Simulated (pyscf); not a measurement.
Structures and frequencies: ωB97X-D3(BJ)/def2-SVP in PySCF.

### Question
Estimate the classical barrier height and the reaction energy of H₂C=CH–Cl (SMILES C=CCl) + CH₃• (SMILES [CH3]) → H₃C–CH₂–CH•–Cl (SMILES CC[CH]Cl) at ωB97M-D3(BJ)/def2-TZVP. The step runs on the doublet surface, breaks none and forms C–C; take the separated reactants as zero.

### Answer
ΔE‡ = 0.18 eV, ΔE = -1.38 eV. Zero-point energy shifts the barrier by +0.09 eV. It is an addition, with an imaginary mode of 426i cm⁻¹. One saddle was located; it need not be the lowest between these sides.
